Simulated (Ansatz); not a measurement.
LiCl2⁻. Charge -1, multiplicity 1. Geometry relaxed at r2SCAN-D4/def2-TZVPD.

| atom | x (Å) | y (Å) | z (Å) |
| --- | --- | --- | --- |
| Li1 | 0.000 | 0.000 | 0.000 |
| Cl2 | 1.553 | -1.491 | -0.198 |
| Cl3 | -1.553 | 1.491 | 0.199 |

The structure comes from a short search, and lower isomers may exist.

Problem. Estimate the harmonic wavenumbers at RKS r2SCAN-D4/def2-TZVPD (Ansatz, unscaled). Is this a minimum?

Solution. 165, 165, 201, 635 cm⁻¹. Yes, no mode is imaginary beyond noise. Zero-point energy 7.0 kJ/mol. Run time 8 s (4 threads of Arm Neoverse V1 on a shared host).
